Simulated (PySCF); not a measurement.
C₅H₇N.
SMILES with atom numbers: `[CH:1]#[C:2]/[CH:3]=[CH:4]/[CH2:5][NH2:6]` (hydrogens: H7 on C1; H8 on C3; H9 on C4; H10, H11 on C5; H12, H13 on N6)

The same species was optimised twice, with GFN2-xTB and with PBE0-D3(BJ)/def2-SVP (PySCF), and the same property calculations (PySCF, gas phase) were run on both structures.

```tsv
coordinate	GFN2-xTB	PBE0-D3(BJ)/def2-SVP	change
C1≡C2 (Å)	1.201	1.214	+0.013
C3=C4 (Å)	1.332	1.345	+0.013
C2–C3 (Å)	1.409	1.422	+0.013
C5–N6 (Å)	1.459	1.453	-0.006
C4–C5 (Å)	1.499	1.498	-0.001
C4–C5–N6 (°)	113.3	114.6	+1.3
C2–C3–C4 (°)	123.3	124.4	+1.1
C1–C2–C3 (°)	179.4	178.9	-0.5
C3–C4–C5 (°)	124.1	124.4	+0.3
C3–C4–C5–N6 (°)	116	117	+1
```

Rotational constants: A = 16675, B = 1419, C = 1381 MHz (GFN2-xTB) against A = 17208, B = 1384, C = 1349 MHz (PBE0-D3(BJ)/def2-SVP). Point groups within 0.08 Å: C1 and C1.

On the GFN2-xTB structure: isotropic polarisability (au) 73.7 [PBE0/def2-SVPD]; HOMO (eV) -6.82 [PBE0/def2-SVPD]; LUMO (eV) -0.90 [PBE0/def2-SVPD]; dipole (D) 0.62 [PBE0/def2-SVPD].

**Question.** What do these properties become on the PBE0-D3(BJ)/def2-SVP structure?

**Answer.** 
```json
{"property": "isotropic polarisability (au)", "level": "PBE0/def2-SVPD", "on GFN2-xTB": "73.7", "on PBE0-D3(BJ)/def2-SVP": "75.2", "change": "+1.5"}
{"property": "HOMO (eV)", "level": "PBE0/def2-SVPD", "on GFN2-xTB": "-6.82", "on PBE0-D3(BJ)/def2-SVP": "-6.84", "change": "-0.02"}
{"property": "LUMO (eV)", "level": "PBE0/def2-SVPD", "on GFN2-xTB": "-0.90", "on PBE0-D3(BJ)/def2-SVP": "-0.97", "change": "-0.07"}
{"property": "dipole (D)", "level": "PBE0/def2-SVPD", "on GFN2-xTB": "0.62", "on PBE0-D3(BJ)/def2-SVP": "0.70", "change": "+0.08"}
{"property": "energy, GFN2-xTB geometry as zero (kcal/mol)", "level": "PBE0/def2-SVPD", "on GFN2-xTB": "0.0", "on PBE0-D3(BJ)/def2-SVP": "-1.1", "change": "-1.1"}
```

The heavy atoms differ by 0.032 Å rms after alignment. Among bonds between heavy atoms C1≡C2, C2–C3 and C3=C4 change most and about equally (+0.013 Å). Changes are differences of the printed values. Neither structure is proved a minimum here.

The values belong to the conformer `[CH:1]#[C:2]/[CH:3]=[CH:4]/[CH2:5][NH2:6]`: C3–C4–C5–N6 117°, H–N6–C5–C4 62°, H–N6–C5–C4 -54°.
